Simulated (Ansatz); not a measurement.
2H WS2 was calculated with PBEsol in Ansatz (plane waves, PAW).

### Question
Estimate the interlayer binding energy, layer repeat distance and gap between the layers that the calculation returns.

### Answer

interlayer binding energy: 3.0 meV/Å²
layer repeat distance: 6.347 Å
gap between the layers: 3.212 Å

Note: the cell comes from a level without a dispersion term, which matters for the spacing of layers, chains or molecules; the cell has widely spaced layers and the level no dispersion term, so their spacing and the moduli can rest on weak binding.

Spin–orbit coupling is not included.

Ansatz is a quantum-chemistry and plane-wave program.
